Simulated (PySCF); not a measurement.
Ketene, C₂H₂O.
InChI=1S/C2H2O/c1-2-3/h1H2

Theory: PBE0/def2-TZVP geometry optimisation, gas phase in PySCF.

Masses are those of the commonest isotopes; rigid-rotor values at the optimised geometry. 

Question: Give the principal moments of inertia and the rotational constants in MHz.

Answer: Ia = 1.78, Ib = 48.67, Ic = 50.45 u·Å²; 505379 MHz·u·Å²/I gives A = 283603, B = 10384, C = 10017 MHz.

Question: Classify the top.

Answer: A near-prolate asymmetric top; Ray's κ = -0.997.

Question: What does the inertial defect say?

Answer: Planar: Δ = Ic − Ia − Ib = 0.00 u·Å². For a rigid frame Δ = −2 Σ m c², so it vanishes when all atoms lie in the ab plane; here none is more than 0.01 Å from it.

Question: Which types of transition are allowed, and where do some lines up to J = 4 fall?

Answer: The dipole components are |μa| = 1.45 D, |μb| = 0.00 D, |μc| = 0.00 D; the symmetry axis of this C2v structure is a, so μb and μc vanish by symmetry and there are no b-type or c-type lines. Some lines, for components of 0.1 D or more:

| type | branch | J(Ka,Kc) | MHz | lower level (cm⁻¹) |
| --- | --- | --- | --- | --- |
| a | Q | 1(1,0) ← 1(1,1) | 367 | 9.794 |
| a | Q | 2(1,1) ← 2(1,2) | 1100 | 11.143 |
| a | Q | 3(1,2) ← 3(1,3) | 2201 | 13.166 |
| a | Q | 4(1,3) ← 4(1,4) | 3668 | 15.864 |
| a | R | 1(0,1) ← 0(0,0) | 20402 | 0.000 |
| a | R | 2(1,2) ← 1(1,1) | 40436 | 9.794 |
| a | R | 2(0,2) ← 1(0,1) | 40803 | 0.681 |
| a | R | 2(1,1) ← 1(1,0) | 41170 | 9.806 |
| a | R | 3(1,3) ← 2(1,2) | 60654 | 11.143 |
| a | R | 3(0,3) ← 2(0,2) | 61203 | 2.042 |
| a | R | 3(2,2) ← 2(2,1) | 61205 | 38.520 |
| a | R | 3(2,1) ← 2(2,0) | 61206 | 38.520 |
| a | R | 3(1,2) ← 2(1,1) | 61755 | 11.180 |
| a | R | 4(1,4) ← 3(1,3) | 80872 | 13.166 |
| a | R | 4(0,4) ← 3(0,3) | 81602 | 4.083 |
| a | R | 4(2,3) ← 3(2,2) | 81606 | 40.562 |
| a | R | 4(3,2) ← 3(3,1) | 81607 | 86.160 |
| a | R | 4(3,1) ← 3(3,0) | 81607 | 86.160 |
| a | R | 4(2,2) ← 3(2,1) | 81610 | 40.562 |
| a | R | 4(1,3) ← 3(1,2) | 82339 | 13.240 |

Question: Estimate the classical rotational partition function at 200 K.

Answer: Point group C2v, symmetry number σ = 2; q = (√π/σ)·√((kT/h)³/(ABC)), k/h = 20836.6 MHz/K: 1390 at 200 K.

No PBE0/def2-TZVP frequencies stand behind this structure, so it isn't proved a minimum. These are rigid-rotor constants of the computed structure; measured ground-state constants (B0) also hold zero-point vibration.

The run took 4.6 s on an Arm Neoverse V2 with one thread, shared host with 96 logical CPUs at a one-minute load of 11, and the process peaked at 0.39 GiB of memory. That covers the optimisation of the geometry.
